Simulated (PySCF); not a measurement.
PySCF job for BeH, SMILES [BeH], multiplicity 2, TDA-B3LYP/def2-TZVPD. Geometry optimised at PBE0-D3(BJ)/def2-TZVPD. The multiplicity is an assumed one; other spin states were not compared.

```python
import numpy as np
from pyscf import gto, scf, dft, tdscf

mol = gto.M(
    atom='''
    Be    0.00000000    0.00000000   -0.27070156
    H     0.00000000    0.00000000    1.08280625
    ''',
    basis='def2-TZVPD',
    charge=0,
    spin=1,
    max_memory=1600,
    verbose=4,
)
mf = dft.UKS(mol, xc='b3lyp').density_fit(auxbasis='def2-universal-jkfit')
mf.grids.level = 3
mf.conv_tol = 1e-9
mf.max_cycle = 100
mf.kernel()
fine, coarse = mf.grids, dft.Grids(mol).set(level=1).build(with_non0tab=True)
for _ in range(3):  # follow internal instabilities
    mf.grids = coarse
    mo, _, stable, _ = mf.stability(return_status=True, nroots=4)
    mf.grids = fine
    if stable:
        break
    mf.kernel(mf.make_rdm1(mo, mf.mo_occ))
mf.grids = dft.Grids(mol).set(level=1).build(with_non0tab=True)  # coarser grid for the response kernel
td = tdscf.TDA(mf)
td.nstates = 10
td.conv_tol = 1e-4
td.positive_eig_threshold = 1e-6
td.kernel(x0=td.get_init_guess(mf, 15))
td.analyze()
```

It prints:

```
PySCF version 2.14.0

[INPUT] verbose = 4
[INPUT] num. atoms = 2
[INPUT] num. electrons = 5
[INPUT] charge = 0
[INPUT] spin (= nelec alpha-beta = 2S) = 1
[INPUT] symmetry False subgroup None
[INPUT] Mole.unit = angstrom
[INPUT] Symbol           X                Y                Z      unit          X                Y                Z       unit  Magmom
[INPUT]  1 Be     0.000000000000   0.000000000000  -0.270701560000 AA    0.000000000000   0.000000000000  -0.511551809893 Bohr   0.0
[INPUT]  2 H      0.000000000000   0.000000000000   1.082806250000 AA    0.000000000000   0.000000000000   2.046207258467 Bohr   0.0

nuclear repulsion = 1.56386895446137
number of shells = 15
number of NR pGTOs = 42
number of NR cGTOs = 31
basis = def2-TZVPD
ecp = {}


[settings echo left out]
init E= -15.2005498094845
  alpha nocc = 3  HOMO = -0.14693069568145  LUMO = -0.0560594900854691
  beta  nocc = 2  HOMO = -0.387612955021537  LUMO = -0.146930695681446

WARN: HOMO -0.14693069568145 >= LUMO -0.146930695681446

cycle= 1 E= -15.2570439236326  delta_E= -0.0565  |g|= 0.0787  |ddm|= 0.695
  alpha nocc = 3  HOMO = -0.20722953108779  LUMO = -0.0413133779596453
  beta  nocc = 2  HOMO = -0.319817992301719  LUMO = -0.0929950812866576
  HOMO = -0.207229531088  LUMO = -0.0929950812867  gap/eV = 3.10848
cycle= 2 E= -15.2640323814944  delta_E= -0.00699  |g|= 0.0279  |ddm|= 0.182
  alpha nocc = 3  HOMO = -0.201167845133273  LUMO = -0.0379145293495796
  beta  nocc = 2  HOMO = -0.335848251836028  LUMO = -0.0808611746106882
  HOMO = -0.201167845133  LUMO = -0.0808611746107  gap/eV = 3.27371
cycle= 3 E= -15.2649971138166  delta_E= -0.000965  |g|= 0.00534  |ddm|= 0.0474
  alpha nocc = 3  HOMO = -0.201663214618967  LUMO = -0.036483977077274
  beta  nocc = 2  HOMO = -0.33367689091022  LUMO = -0.0758217772287431
  HOMO = -0.201663214619  LUMO = -0.0758217772287  gap/eV = 3.42432
cycle= 4 E= -15.2650538504803  delta_E= -5.67e-05  |g|= 0.000723  |ddm|= 0.0148
  alpha nocc = 3  HOMO = -0.201659487320905  LUMO = -0.0363837220103955
  beta  nocc = 2  HOMO = -0.333860480624717  LUMO = -0.0755856134035664
  HOMO = -0.201659487321  LUMO = -0.0755856134036  gap/eV = 3.43064
cycle= 5 E= -15.2650552764489  delta_E= -1.43e-06  |g|= 0.000257  |ddm|= 0.00194
  alpha nocc = 3  HOMO = -0.2016637627847  LUMO = -0.0363209481488436
  beta  nocc = 2  HOMO = -0.333897742245258  LUMO = -0.0754852730179429
  HOMO = -0.201663762785  LUMO = -0.0754852730179  gap/eV = 3.43349
cycle= 6 E= -15.2650554361129  delta_E= -1.6e-07  |g|= 2.14e-05  |ddm|= 0.000795
  alpha nocc = 3  HOMO = -0.201661155105986  LUMO = -0.0363206613062727
  beta  nocc = 2  HOMO = -0.333897198838002  LUMO = -0.0754992257762748
  HOMO = -0.201661155106  LUMO = -0.0754992257763  gap/eV = 3.43304
cycle= 7 E= -15.2650554369035  delta_E= -7.91e-10  |g|= 3.29e-06  |ddm|= 7.78e-05
  alpha nocc = 3  HOMO = -0.20166103508182  LUMO = -0.036320996147548
  beta  nocc = 2  HOMO = -0.333898255098918  LUMO = -0.0754984410941448
  HOMO = -0.201661035082  LUMO = -0.0754984410941  gap/eV = 3.43306
Extra cycle  E= -15.2650554369179  delta_E= -1.44e-11  |g|= 9.48e-07  |ddm|= 9.54e-06
converged SCF energy = -15.2650554369179  <S^2> = 0.75116508  2S+1 = 2.0011647
tot grids = 7560
uhf_internal: lowest eigs of H = [0.18257879 0.18259187 0.37681512 0.38792667]
<class 'pyscf.df.df_jk.DFUKS'> wavefunction is stable in the internal stability analysis
tot grids = 7560
Overwritten attributes  positive_eig_threshold  of <class 'pyscf.tdscf.uks.TDA'>


******** <class 'pyscf.tdscf.uks.TDA'> for <class 'pyscf.df.df_jk.DFUKS'> ********
nstates = 10
deg_eia_thresh = 1.000e-03
wfnsym = None
conv_tol = 0.0001
eigh lindep = 1e-12
eigh level_shift = 0
eigh max_cycle = 100


Excitation energies (eV)
[2.58706412 2.58706412 5.39122101 5.64617323 5.76051117 5.93101779
 5.93101779 6.05039927 6.05039927 7.35116239]

** Excitation energies and oscillator strengths **
Excited State   1:      2.58706 eV    479.25 nm  f=0.0526
       3a ->    4a     -0.97676
       3a ->    5a     -0.15388
Excited State   2:      2.58706 eV    479.25 nm  f=0.0526
       3a ->    4a      0.15388
       3a ->    5a     -0.97676
Excited State   3:      5.39122 eV    229.97 nm  f=0.0470
       3a ->    6a      0.85307
       3a ->    7a      0.31447
       2b ->    3b     -0.40578
Excited State   4:      5.64617 eV    219.59 nm  f=0.0436
       3a ->    6a     -0.25881
       3a ->    7a      0.94075
       3a ->   10a     -0.11124
       2b ->    3b      0.17565
Excited State   5:      5.76051 eV    215.23 nm  f=0.0201
       3a ->    6a     -0.44854
       3a ->   10a      0.20436
       2b ->    3b     -0.85640
Excited State   6:      5.93102 eV    209.04 nm  f=0.0072
       2a ->    4a      0.40384
       3a ->    8a     -0.44728
       3a ->    9a      0.59916
       2b ->    4b     -0.48853
Excited State   7:      5.93102 eV    209.04 nm  f=0.0072
       2a ->    5a      0.40384
       3a ->    8a      0.59916
       3a ->    9a      0.44728
       2b ->    5b     -0.48853
Excited State   8:      6.05040 eV    204.92 nm  f=0.0085
       2a ->    4a     -0.58559
       2a ->    5a     -0.10197
       3a ->    8a     -0.38436
       3a ->    9a      0.51495
       2b ->    4b      0.45404
Excited State   9:      6.05040 eV    204.92 nm  f=0.0085
       2a ->    4a      0.10197
       2a ->    5a     -0.58559
       3a ->    8a      0.51495
       3a ->    9a      0.38436
       2b ->    5b      0.45404
Excited State  10:      7.35116 eV    168.66 nm  f=0.2426
       2a ->    4a      0.66156
       3a ->   11a     -0.13625
       3a ->   12a      0.12385
       2b ->    4b      0.69573
       2b ->    5b     -0.10584

** Transition electric dipole moments (AU) **
state          X           Y           Z        Dip. S.      Osc.
  1         0.8598     -0.3012     -0.0000      0.8300      0.0526
  2         0.3012      0.8598     -0.0000      0.8300      0.0526
  3         0.0000      0.0000      0.5967      0.3561      0.0470
  4        -0.0000      0.0000      0.5612      0.3149      0.0436
  5        -0.0000      0.0000      0.3777      0.1426      0.0201
  6         0.2119     -0.0705      0.0000      0.0499      0.0072
  7         0.0705      0.2119      0.0000      0.0499      0.0072
  8         0.2268     -0.0754      0.0000      0.0571      0.0085
  9         0.0754      0.2268     -0.0000      0.0571      0.0085
 10        -1.0857      0.4103     -0.0000      1.3470      0.2426

** Transition velocity dipole moments (imaginary part, AU) **
state          X           Y           Z        Dip. S.      Osc.
  1         0.0509     -0.0178     -0.0000      0.0029      0.0204
  2         0.0178      0.0509     -0.0000      0.0029      0.0204
  3         0.0000      0.0000      0.1199      0.0144      0.0484
  4         0.0000      0.0000      0.1329      0.0177      0.0568
  5         0.0000      0.0000      0.0512      0.0026      0.0083
  6         0.0437     -0.0145      0.0000      0.0021      0.0065
  7         0.0145      0.0437      0.0000      0.0021      0.0065
  8         0.0500     -0.0166      0.0000      0.0028      0.0083
  9         0.0166      0.0500     -0.0000      0.0028      0.0083
 10        -0.2070      0.0782     -0.0000      0.0489      0.1208

** Transition magnetic dipole moments (imaginary part, AU) **
state          X           Y           Z
  1         0.2950      0.8420     -0.0000
  2        -0.8420      0.2950      0.0000
  3         0.0000      0.0000      0.0000
  4        -0.0000      0.0000     -0.0000
  5        -0.0000      0.0000     -0.0000
  6        -0.0372     -0.1118     -0.0000
  7         0.1118     -0.0372      0.0000
  8        -0.0321     -0.0966     -0.0000
  9         0.0966     -0.0321     -0.0000
 10         0.1458      0.3858     -0.0000
```

Self-consistency was reached.

Cost: about 2.0 core-seconds (a rough figure).
